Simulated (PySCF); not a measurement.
# CF3: levels of theory, part 2 of 3

Aim: for CF3, compare levels of theory; the runs are relaxation, vibrations and intensities, relaxation with MP2, vibrations with MP2, relaxation with CCSD and vibrations with CCSD.

PySCF 2.14.0; relaxation, HF, def2-tzvpp, and further levels as typed in the inputs.

**4. Relaxation with MP2: relaxation with MP2, HF, cc-pvtz**

It takes the final geometry of an earlier run.

Input file run.py:

```python
from pyscf import gto, mp, scf
mol = gto.M(atom="mol.xyz", basis="cc-pvtz", spin=1, verbose=4)
mf = scf.UHF(mol).run(conv_tol=1e-9)
from pyscf.geomopt.geometric_solver import optimize
m = optimize(mp.MP2(mf), maxsteps=60)
print("optimised structure (A):")
for k in range(m.natm): print(m.atom_symbol(k), *(f"{x:.8f}" for x in m.atom_coords(unit="A")[k]))
```

Started as:

```bash
> python run.py
```

Output:

```text
[INPUT] num. atoms = 4
[INPUT] num. electrons = 33
[INPUT] charge = 0
[INPUT] spin (= nelec alpha-beta = 2S) = 1
[INPUT] symmetry False subgroup None
[INPUT] Mole.unit = angstrom
[INPUT] Symbol           X                Y                Z      unit          X                Y                Z       unit  Magmom
[INPUT]  1 C     -0.013850380000   0.000000000000   0.396707120000 AA   -0.026173424921   0.000000000000   0.749667808465 Bohr   0.0
[INPUT]  2 F      1.245863320000   0.000000000000  -0.002029260000 AA    2.354340463441   0.000000000000  -0.003834745636 Bohr   0.0
[INPUT]  3 F     -0.644288480000   1.091119300000  -0.000816610000 AA   -1.217528772412   2.061916646227  -0.001543169251 Bohr   0.0
[INPUT]  4 F     -0.644288480000  -1.091119300000  -0.000816610000 AA   -1.217528772412  -2.061916646227  -0.001543169251 Bohr   0.0

nuclear repulsion = 123.799488657365
number of shells = 36
number of NR pGTOs = 168
number of NR cGTOs = 120
basis = cc-pvtz
ecp = {}

******** <class 'pyscf.scf.uhf.UHF'> ********
method = UHF
initial guess = minao
damping factor = 0
level_shift factor = 0
DIIS = <class 'pyscf.scf.diis.CDIIS'>
diis_start_cycle = 1
diis_space = 8
diis_damp = 0
SCF conv_tol = 1e-09
SCF conv_tol_grad = None
SCF max_cycles = 50
direct_scf = True
direct_scf_tol = 1e-13
number electrons alpha = 17  beta = 16
Set gradient conv threshold to 3.16228e-05
init E= -336.737483068667
[... the frontier-level lines of each cycle are left out ...]


cycle= 1 E= -336.105911928144  delta_E= 0.632  |g|= 0.615  |ddm|= 1.41
cycle= 2 E= -336.219862745483  delta_E= -0.114  |g|= 0.366  |ddm|= 0.688
cycle= 3 E= -336.260147287063  delta_E= -0.0403  |g|= 0.0582  |ddm|= 0.134
cycle= 4 E= -336.262702872721  delta_E= -0.00256  |g|= 0.0219  |ddm|= 0.0886
cycle= 5 E= -336.26330500924  delta_E= -0.000602  |g|= 0.00792  |ddm|= 0.0547
cycle= 6 E= -336.263407307182  delta_E= -0.000102  |g|= 0.00339  |ddm|= 0.0189
cycle= 7 E= -336.263426888275  delta_E= -1.96e-05  |g|= 0.00102  |ddm|= 0.00697
cycle= 8 E= -336.263428391982  delta_E= -1.5e-06  |g|= 0.000224  |ddm|= 0.00166
cycle= 9 E= -336.263428452333  delta_E= -6.04e-08  |g|= 5.15e-05  |ddm|= 0.000384
cycle= 10 E= -336.263428454878  delta_E= -2.54e-09  |g|= 1.72e-05  |ddm|= 5.64e-05
cycle= 11 E= -336.263428455176  delta_E= -2.98e-10  |g|= 7.02e-06  |ddm|= 1.98e-05
Extra cycle  E= -336.263428455211  delta_E= -3.46e-11  |g|= 3.98e-06  |ddm|= 4.7e-06
converged SCF energy = -336.263428455211  <S^2> = 0.75432329  2S+1 = 2.0043186
Create scanner for <class 'pyscf.grad.ump2.Gradients'>
Set <class 'pyscf.mp.ump2.UMP2'> as a scanner
Create scanner for <class 'pyscf.scf.uhf.UHF'>

Geometry optimization cycle 1
Cartesian coordinates (Angstrom)
 Atom        New coordinates             dX        dY        dZ
   C  -0.013850   0.000000   0.396707    0.000000  0.000000  0.000000
   F   1.245863   0.000000  -0.002029    0.000000  0.000000  0.000000
   F  -0.644288   1.091119  -0.000817    0.000000  0.000000  0.000000
   F  -0.644288  -1.091119  -0.000817    0.000000  0.000000  0.000000

WARN: Mole.unit (angstrom) is changed to Bohr

New geometry
   1 C     -0.013850380000   0.000000000000   0.396707120000 AA   -0.026173424921   0.000000000000   0.749667808465 Bohr
   2 F      1.245863320000   0.000000000000  -0.002029260000 AA    2.354340463441   0.000000000000  -0.003834745636 Bohr
   3 F     -0.644288480000   1.091119300000  -0.000816610000 AA   -1.217528772412   2.061916646227  -0.001543169251 Bohr
   4 F     -0.644288480000  -1.091119300000  -0.000816610000 AA   -1.217528772412  -2.061916646227  -0.001543169251 Bohr

******** <class 'pyscf.scf.hf.UHF_Scanner'> ********
method = UHF_Scanner
initial guess = minao
damping factor = 0
level_shift factor = 0
DIIS = <class 'pyscf.scf.diis.CDIIS'>
diis_start_cycle = 1
diis_space = 8
diis_damp = 0
SCF conv_tol = 1e-09
SCF conv_tol_grad = None
SCF max_cycles = 50
direct_scf = True
direct_scf_tol = 1e-13
number electrons alpha = 17  beta = 16
Set gradient conv threshold to 3.16228e-05
init E= -336.263428455211
cycle= 1 E= -336.263428455218  delta_E= -6.93e-12  |g|= 2.44e-06  |ddm|= 2.65e-06
Extra cycle  E= -336.263428455223  delta_E= -5.91e-12  |g|= 1.46e-06  |ddm|= 1.5e-06
converged SCF energy = -336.263428455223  <S^2> = 0.75432358  2S+1 = 2.0043189

******** <class 'pyscf.mp.mp2.UMP2_Scanner'> ********
nocc = (np.int64(17), np.int64(16)), nmo = (120, 120)
E(UMP2_Scanner) = -337.193888664308  E_corr = -0.930460209084136
E(SCS-UMP2_Scanner) = -337.165315429838  E_corr = -0.901886974614178
E_corr(same-spin) = -0.247690703407829
E_corr(oppo-spin) = -0.682769505676307
--------------- UMP2_Scanner gradients ---------------
         x                y                z
0 C     0.0000838021    -0.0000000000     0.0076444115
1 F     0.0084777633    -0.0000000000    -0.0025375346
2 F    -0.0042807827     0.0073309122    -0.0025534384
3 F    -0.0042807827    -0.0073309122    -0.0025534384
----------------------------------------------
cycle 1: E = -337.193888664  dE = -337.194  norm(grad) = 0.0171444

Geometry optimization cycle 2
Cartesian coordinates (Angstrom)
 Atom        New coordinates             dX        dY        dZ
   C  -0.013945   0.000000   0.396362   -0.000095  0.000000 -0.000345
   F   1.237936   0.000000  -0.001929   -0.007927  0.000000  0.000101
   F  -0.640278   1.084437  -0.000694    0.004011 -0.006682  0.000122
   F  -0.640278  -1.084437  -0.000694    0.004011  0.006682  0.000122
New geometry
   1 C     -0.013944982401   0.000000000000   0.396362216937 AA   -0.026352197550   0.000000000000   0.749016036137 Bohr
   2 F      1.237936063469   0.000000000000  -0.001928689064 AA    2.339360119679   0.000000000000  -0.003644694110 Bohr
   3 F     -0.640277550534   1.084437004460  -0.000694443937 AA   -1.209949214217   2.049288937773  -0.001312308849 Bohr
   4 F     -0.640277550534  -1.084437004460  -0.000694443937 AA   -1.209949214217  -2.049288937773  -0.001312308849 Bohr

******** <class 'pyscf.scf.hf.UHF_Scanner'> ********
method = UHF_Scanner
initial guess = minao
damping factor = 0
level_shift factor = 0
DIIS = <class 'pyscf.scf.diis.CDIIS'>
diis_start_cycle = 1
diis_space = 8
diis_damp = 0
SCF conv_tol = 1e-09
SCF conv_tol_grad = None
SCF max_cycles = 50
direct_scf = True
direct_scf_tol = 1e-13
number electrons alpha = 17  beta = 16
Set gradient conv threshold to 3.16228e-05
init E= -336.28654298209
cycle= 1 E= -336.264654149768  delta_E= 0.0219  |g|= 0.00544  |ddm|= 0.0115
cycle= 2 E= -336.264665400723  delta_E= -1.13e-05  |g|= 0.00173  |ddm|= 0.00375
cycle= 3 E= -336.264666654048  delta_E= -1.25e-06  |g|= 0.00053  |ddm|= 0.00112
cycle= 4 E= -336.264666895462  delta_E= -2.41e-07  |g|= 0.000236  |ddm|= 0.000605
cycle= 5 E= -336.264666920272  delta_E= -2.48e-08  |g|= 7.37e-05  |ddm|= 0.00013
cycle= 6 E= -336.26466692674  delta_E= -6.47e-09  |g|= 2.48e-05  |ddm|= 8.96e-05
cycle= 7 E= -336.264666927547  delta_E= -8.07e-10  |g|= 7.83e-06  |ddm|= 3.45e-05
Extra cycle  E= -336.264666927608  delta_E= -6.16e-11  |g|= 4.98e-06  |ddm|= 7.15e-06
converged SCF energy = -336.264666927608  <S^2> = 0.75426761  2S+1 = 2.0042631

******** <class 'pyscf.mp.mp2.UMP2_Scanner'> ********
nocc = (np.int64(17), np.int64(16)), nmo = (120, 120)
E(UMP2_Scanner) = -337.194094147425  E_corr = -0.92942721981616
E(SCS-UMP2_Scanner) = -337.165468127618  E_corr = -0.900801200009875
E_corr(same-spin) = -0.247513227426365
E_corr(oppo-spin) = -0.681913992389794
--------------- UMP2_Scanner gradients ---------------
         x                y                z
0 C     0.0000210063    -0.0000000000     0.0027971167
1 F     0.0004563493    -0.0000000000    -0.0009286131
2 F    -0.0002386778     0.0004279045    -0.0009342518
3 F    -0.0002386778    -0.0004279045    -0.0009342518
----------------------------------------------
cycle 2: E = -337.194094147  dE = -0.000205483  norm(grad) = 0.00333477

Geometry optimization cycle 3
Cartesian coordinates (Angstrom)
 Atom        New coordinates             dX        dY        dZ
   C  -0.013954  -0.000000   0.387480   -0.000009 -0.000000 -0.008882
   F   1.239800   0.000000   0.001031    0.001864 -0.000000  0.002959
   F  -0.641205   1.086016   0.002267   -0.000928  0.001579  0.002961
   F  -0.641205  -1.086016   0.002267   -0.000928 -0.001579  0.002961
New geometry
   1 C     -0.013953804734  -0.000000000000   0.387480321461 AA   -0.026368869343  -0.000000000000   0.732231686220 Bohr
   2 F      1.239800007308   0.000000000000   0.001030589518 AA    2.342882463046   0.000000000000   0.001947531936 Bohr
   3 F     -0.641205111287   1.086016199870   0.002266864512 AA   -1.211702050004   2.052273184595   0.004283753088 Bohr
   4 F     -0.641205111287  -1.086016199870   0.002266864512 AA   -1.211702050004  -2.052273184596   0.004283753089 Bohr

******** <class 'pyscf.scf.hf.UHF_Scanner'> ********
method = UHF_Scanner
initial guess = minao
damping factor = 0
level_shift factor = 0
DIIS = <class 'pyscf.scf.diis.CDIIS'>
diis_start_cycle = 1
diis_space = 8
diis_damp = 0
SCF conv_tol = 1e-09
SCF conv_tol_grad = None
SCF max_cycles = 50
direct_scf = True
direct_scf_tol = 1e-13
number electrons alpha = 17  beta = 16
Set gradient conv threshold to 3.16228e-05
init E= -336.270402497757
cycle= 1 E= -336.264753873617  delta_E= 0.00565  |g|= 0.00474  |ddm|= 0.0127
cycle= 2 E= -336.264769176022  delta_E= -1.53e-05  |g|= 0.00207  |ddm|= 0.00339
cycle= 3 E= -336.264771765143  delta_E= -2.59e-06  |g|= 0.00101  |ddm|= 0.00141
cycle= 4 E= -336.264772428254  delta_E= -6.63e-07  |g|= 0.000169  |ddm|= 0.000872
cycle= 5 E= -336.264772451632  delta_E= -2.34e-08  |g|= 5.03e-05  |ddm|= 0.000193
cycle= 6 E= -336.264772454114  delta_E= -2.48e-09  |g|= 2.3e-05  |ddm|= 5.71e-05
cycle= 7 E= -336.264772454826  delta_E= -7.12e-10  |g|= 8.67e-06  |ddm|= 3.75e-05
Extra cycle  E= -336.264772454895  delta_E= -6.93e-11  |g|= 5.6e-06  |ddm|= 6.04e-06
converged SCF energy = -336.264772454895  <S^2> = 0.75426886  2S+1 = 2.0042643

******** <class 'pyscf.mp.mp2.UMP2_Scanner'> ********
nocc = (np.int64(17), np.int64(16)), nmo = (120, 120)
E(UMP2_Scanner) = -337.194070312953  E_corr = -0.929297858057144
E(SCS-UMP2_Scanner) = -337.165436068475  E_corr = -0.900663613579337
E_corr(same-spin) = -0.247492864718349
E_corr(oppo-spin) = -0.681804993338795
--------------- UMP2_Scanner gradients ---------------
         x                y                z
0 C    -0.0000005067     0.0000000000    -0.0046597305
1 F     0.0000304000     0.0000000000     0.0015537396
2 F    -0.0000149467     0.0000338798     0.0015529954
3 F    -0.0000149467    -0.0000338798     0.0015529954
----------------------------------------------
cycle 3: E = -337.194070313  dE = 2.38345e-05  norm(grad) = 0.00538093

Geometry optimization cycle 4
Cartesian coordinates (Angstrom)
 Atom        New coordinates             dX        dY        dZ
   C  -0.013946  -0.000000   0.391846    0.000008 -0.000000  0.004366
   F   1.238534   0.000000  -0.000423   -0.001266 -0.000000 -0.001454
   F  -0.640576   1.084908   0.000811    0.000629 -0.001109 -0.001456
   F  -0.640576  -1.084908   0.000811    0.000629  0.001109 -0.001456
New geometry
   1 C     -0.013946180789  -0.000000000000   0.391846103423 AA   -0.026354462174  -0.000000000000   0.740481818448 Bohr
   2 F      1.238533675495   0.000000000000  -0.000423158217 AA    2.340489442737   0.000000000000  -0.000799653137 Bohr
   3 F     -0.640575757353   1.084907630264   0.000810847398 AA   -1.210512743434   2.050178291649   0.001532279510 Bohr
   4 F     -0.640575757353  -1.084907630264   0.000810847398 AA   -1.210512743433  -2.050178291650   0.001532279511 Bohr

******** <class 'pyscf.scf.hf.UHF_Scanner'> ********
method = UHF_Scanner
initial guess = minao
damping factor = 0
level_shift factor = 0
DIIS = <class 'pyscf.scf.diis.CDIIS'>
diis_start_cycle = 1
diis_space = 8
diis_damp = 0
SCF conv_tol = 1e-09
SCF conv_tol_grad = None
SCF max_cycles = 50
direct_scf = True
direct_scf_tol = 1e-13
number electrons alpha = 17  beta = 16
Set gradient conv threshold to 3.16228e-05
init E= -336.26295818141
cycle= 1 E= -336.264786584665  delta_E= -0.00183  |g|= 0.00235  |ddm|= 0.00618
cycle= 2 E= -336.264790366582  delta_E= -3.78e-06  |g|= 0.00105  |ddm|= 0.00168
cycle= 3 E= -336.264791022211  delta_E= -6.56e-07  |g|= 0.000517  |ddm|= 0.00071
cycle= 4 E= -336.264791198408  delta_E= -1.76e-07  |g|= 7.57e-05  |ddm|= 0.000458
cycle= 5 E= -336.264791203453  delta_E= -5.05e-09  |g|= 2.3e-05  |ddm|= 9.09e-05
cycle= 6 E= -336.264791203999  delta_E= -5.46e-10  |g|= 1.01e-05  |ddm|= 2.77e-05
Extra cycle  E= -336.264791204095  delta_E= -9.61e-11  |g|= 6.18e-06  |ddm|= 9.06e-06
converged SCF energy = -336.264791204095  <S^2> = 0.75426528  2S+1 = 2.0042607

******** <class 'pyscf.mp.mp2.UMP2_Scanner'> ********
nocc = (np.int64(17), np.int64(16)), nmo = (120, 120)
E(UMP2_Scanner) = -337.194101906924  E_corr = -0.929310702829325
E(SCS-UMP2_Scanner) = -337.165469214629  E_corr = -0.900678010533768
E_corr(same-spin) = -0.247494037917025
E_corr(oppo-spin) = -0.681816664912299
--------------- UMP2_Scanner gradients ---------------
         x                y                z
0 C     0.0000033096     0.0000000000    -0.0012269530
1 F    -0.0001296981     0.0000000000     0.0004099264
2 F     0.0000631942    -0.0001086676     0.0004085133
3 F     0.0000631942     0.0001086676     0.0004085133
----------------------------------------------
cycle 4: E = -337.194101907  dE = -3.1594e-05  norm(grad) = 0.00143376

Geometry optimization cycle 5
Cartesian coordinates (Angstrom)
 Atom        New coordinates             dX        dY        dZ
   C  -0.013947   0.000000   0.393244   -0.000000  0.000000  0.001397
   F   1.238306   0.000000  -0.000889   -0.000227  0.000000 -0.000466
   F  -0.640462   1.084710   0.000345    0.000114 -0.000197 -0.000466
   F  -0.640462  -1.084710   0.000345    0.000114  0.000197 -0.000466
New geometry
   1 C     -0.013946637478   0.000000000001   0.393243597488 AA   -0.026355325193   0.000000000001   0.743122699491 Bohr
   2 F      1.238306289082   0.000000000001  -0.000889173416 AA    2.340059744691   0.000000000001  -0.001680294233 Bohr
   3 F     -0.640461835802   1.084710458882   0.000345107965 AA   -1.210297462902   2.049805691738   0.000652159537 Bohr
   4 F     -0.640461835802  -1.084710458880   0.000345107965 AA   -1.210297462902  -2.049805691735   0.000652159538 Bohr

******** <class 'pyscf.scf.hf.UHF_Scanner'> ********
method = UHF_Scanner
initial guess = minao
damping factor = 0
level_shift factor = 0
DIIS = <class 'pyscf.scf.diis.CDIIS'>
diis_start_cycle = 1
diis_space = 8
diis_damp = 0
SCF conv_tol = 1e-09
SCF conv_tol_grad = None
SCF max_cycles = 50
direct_scf = True
direct_scf_tol = 1e-13
number electrons alpha = 17  beta = 16
Set gradient conv threshold to 3.16228e-05
init E= -336.263671683521
cycle= 1 E= -336.264764216912  delta_E= -0.00109  |g|= 0.000759  |ddm|= 0.00202
cycle= 2 E= -336.264764598079  delta_E= -3.81e-07  |g|= 0.000329  |ddm|= 0.000541
cycle= 3 E= -336.264764661463  delta_E= -6.34e-08  |g|= 0.000157  |ddm|= 0.000216
cycle= 4 E= -336.264764678028  delta_E= -1.66e-08  |g|= 2.95e-05  |ddm|= 0.000137
cycle= 5 E= -336.264764678708  delta_E= -6.8e-10  |g|= 8.72e-06  |ddm|= 3.23e-05
Extra cycle  E= -336.264764678773  delta_E= -6.49e-11  |g|= 4.96e-06  |ddm|= 7.67e-06
converged SCF energy = -336.264764678773  <S^2> = 0.75426561  2S+1 = 2.0042611

******** <class 'pyscf.mp.mp2.UMP2_Scanner'> ********
nocc = (np.int64(17), np.int64(16)), nmo = (120, 120)
E(UMP2_Scanner) = -337.194104234798  E_corr = -0.929339556025192
E(SCS-UMP2_Scanner) = -337.165473245307  E_corr = -0.900708566533577
E_corr(same-spin) = -0.247498731573061
E_corr(oppo-spin) = -0.681840824452131
--------------- UMP2_Scanner gradients ---------------
         x                y                z
0 C     0.0000019526    -0.0000000000    -0.0000145307
1 F     0.0000057955    -0.0000000000     0.0000052508
2 F    -0.0000038740     0.0000074600     0.0000046399
3 F    -0.0000038740    -0.0000074600     0.0000046399
----------------------------------------------
cycle 5: E = -337.194104235  dE = -2.32787e-06  norm(grad) = 2.14591e-05

Geometry optimization cycle 6
Cartesian coordinates (Angstrom)
 Atom        New coordinates             dX        dY        dZ
   C  -0.013946   0.000000   0.393267    0.000000  0.000000  0.000023
   F   1.238295   0.000000  -0.000897   -0.000012 -0.000000 -0.000008
   F  -0.640456   1.084697   0.000337    0.000006 -0.000013 -0.000008
   F  -0.640456  -1.084697   0.000337    0.000006  0.000013 -0.000008
New geometry
   1 C     -0.013946389519   0.000000000001   0.393266798300 AA   -0.026354856617   0.000000000002   0.743166542672 Bohr
   2 F      1.238294599152   0.000000000000  -0.000896867406 AA    2.340037653925   0.000000000001  -0.001694833767 Bohr
   3 F     -0.640456114815   1.084696995466   0.000337354554 AA   -1.210286651803   2.049780249570   0.000637507714 Bohr
   4 F     -0.640456114816  -1.084696995463   0.000337354554 AA   -1.210286651805  -2.049780249564   0.000637507714 Bohr

******** <class 'pyscf.scf.hf.UHF_Scanner'> ********
method = UHF_Scanner
initial guess = minao
damping factor = 0
level_shift factor = 0
DIIS = <class 'pyscf.scf.diis.CDIIS'>
diis_start_cycle = 1
diis_space = 8
diis_damp = 0
SCF conv_tol = 1e-09
SCF conv_tol_grad = None
SCF max_cycles = 50
direct_scf = True
direct_scf_tol = 1e-13
number electrons alpha = 17  beta = 16
Set gradient conv threshold to 3.16228e-05
init E= -336.264774131686
cycle= 1 E= -336.264765465537  delta_E= 8.67e-06  |g|= 1.45e-05  |ddm|= 3.3e-05
cycle= 2 E= -336.264765465681  delta_E= -1.44e-10  |g|= 7.08e-06  |ddm|= 1.04e-05
Extra cycle  E= -336.264765465709  delta_E= -2.79e-11  |g|= 3.87e-06  |ddm|= 5.38e-06
converged SCF energy = -336.264765465709  <S^2> = 0.75426549  2S+1 = 2.0042609

******** <class 'pyscf.mp.mp2.UMP2_Scanner'> ********
nocc = (np.int64(17), np.int64(16)), nmo = (120, 120)
E(UMP2_Scanner) = -337.194104162619  E_corr = -0.929338696909613
E(SCS-UMP2_Scanner) = -337.165473158777  E_corr = -0.900707693067612
E_corr(same-spin) = -0.247498549873759
E_corr(oppo-spin) = -0.681840147035855
--------------- UMP2_Scanner gradients ---------------
         x                y                z
0 C     0.0000011193    -0.0000000000     0.0000008867
1 F    -0.0000006518     0.0000000000    -0.0000000814
2 F    -0.0000002338    -0.0000001046    -0.0000004026
3 F    -0.0000002338     0.0000001046    -0.0000004026
----------------------------------------------
cycle 6: E = -337.194104163  dE = 7.21798e-08  norm(grad) = 1.71054e-06
optimised structure (A):
C -0.01394639 0.00000000 0.39326680
F 1.23829460 0.00000000 -0.00089687
F -0.64045611 1.08469700 0.00033735
F -0.64045611 -1.08469700 0.00033735
```

Wall time 55 s (4 threads of AMD EPYC 9R45 (Zen 5), shared host).

**5. Vibrations with MP2: vibrations with MP2, HF, cc-pvtz**

It takes the final geometry of step 4.

Input file run.py:

```python
from pyscf import gto, mp, scf
from pyscf.hessian import thermo
import numpy as np
mol = gto.M(atom="mol.xyz", basis="cc-pvtz", spin=1, verbose=4)
mf = scf.UHF(mol).run(conv_tol=1e-9)
mol.verbose = mf.verbose = 0
x = mol.atom_coords(); n = x.size; h = np.zeros((n, n))
scan = mp.MP2(mf).nuc_grad_method().as_scanner()
def force(d): return scan(mol.set_geom_(x + d.reshape(-1, 3), unit="Bohr", inplace=False))[1].ravel()
for k in range(n): d = np.zeros(n); d[k] = 0.01; h[k] = (force(d) - force(-d)) / 0.02
h = ((h + h.T) / 2).reshape(mol.natm, 3, mol.natm, 3).transpose(0, 2, 1, 3)
f = thermo.harmonic_analysis(mol, h)
print("harmonic frequencies (1/cm):", *(f"{x.real - x.imag:.2f}" for x in f["freq_wavenumber"]))
```

Started as:

```bash
> python run.py
```

Output:

```text
[INPUT] num. atoms = 4
[INPUT] num. electrons = 33
[INPUT] charge = 0
[INPUT] spin (= nelec alpha-beta = 2S) = 1
[INPUT] symmetry False subgroup None
[INPUT] Mole.unit = angstrom
[INPUT] Symbol           X                Y                Z      unit          X                Y                Z       unit  Magmom
[INPUT]  1 C     -0.013946390000   0.000000000000   0.393266800000 AA   -0.026354857526   0.000000000000   0.743166545884 Bohr   0.0
[INPUT]  2 F      1.238294600000   0.000000000000  -0.000896870000 AA    2.340037655528   0.000000000000  -0.001694838669 Bohr   0.0
[INPUT]  3 F     -0.640456110000   1.084697000000   0.000337350000 AA   -1.210286642704   2.049780258137   0.000637499108 Bohr   0.0
[INPUT]  4 F     -0.640456110000  -1.084697000000   0.000337350000 AA   -1.210286642704  -2.049780258137   0.000637499108 Bohr   0.0

nuclear repulsion = 124.574713463564
number of shells = 36
number of NR pGTOs = 168
number of NR cGTOs = 120
basis = cc-pvtz
ecp = {}

******** <class 'pyscf.scf.uhf.UHF'> ********
method = UHF
initial guess = minao
damping factor = 0
level_shift factor = 0
DIIS = <class 'pyscf.scf.diis.CDIIS'>
diis_start_cycle = 1
diis_space = 8
diis_damp = 0
SCF conv_tol = 1e-09
SCF conv_tol_grad = None
SCF max_cycles = 50
direct_scf = True
direct_scf_tol = 1e-13
number electrons alpha = 17  beta = 16
Set gradient conv threshold to 3.16228e-05
init E= -336.795522546591
[... the frontier-level lines of each cycle are left out ...]


cycle= 1 E= -336.110825048229  delta_E= 0.685  |g|= 0.611  |ddm|= 1.43
cycle= 2 E= -336.223253596042  delta_E= -0.112  |g|= 0.358  |ddm|= 0.69
cycle= 3 E= -336.261633198314  delta_E= -0.0384  |g|= 0.0574  |ddm|= 0.131
cycle= 4 E= -336.264082840396  delta_E= -0.00245  |g|= 0.0214  |ddm|= 0.0889
cycle= 5 E= -336.264650004481  delta_E= -0.000567  |g|= 0.00775  |ddm|= 0.0543
cycle= 6 E= -336.264746910002  delta_E= -9.69e-05  |g|= 0.00324  |ddm|= 0.0192
cycle= 7 E= -336.264764150661  delta_E= -1.72e-05  |g|= 0.000947  |ddm|= 0.00665
cycle= 8 E= -336.264765410779  delta_E= -1.26e-06  |g|= 0.000209  |ddm|= 0.00152
cycle= 9 E= -336.264765463028  delta_E= -5.22e-08  |g|= 4.66e-05  |ddm|= 0.000375
cycle= 10 E= -336.264765465131  delta_E= -2.1e-09  |g|= 1.45e-05  |ddm|= 5.48e-05
cycle= 11 E= -336.264765465348  delta_E= -2.17e-10  |g|= 5.18e-06  |ddm|= 1.75e-05
Extra cycle  E= -336.264765465368  delta_E= -1.99e-11  |g|= 2.77e-06  |ddm|= 3.66e-06
converged SCF energy = -336.264765465368  <S^2> = 0.75426513  2S+1 = 2.0042606
harmonic frequencies (1/cm): 520.55 520.57 720.58 1125.95 1303.14 1303.17
```

Wall time 3.6 min (4 threads of AMD EPYC 9R45 (Zen 5), shared host).

Harmonic frequencies from the force constants, with isotope-averaged masses (PySCF's default) and rigid motions projected out (i: imaginary):

```csv
mode,cm⁻¹
1,521
2,521
3,721
4,1126
5,1303
6,1303
```

(Continued in part 3 of 3.)
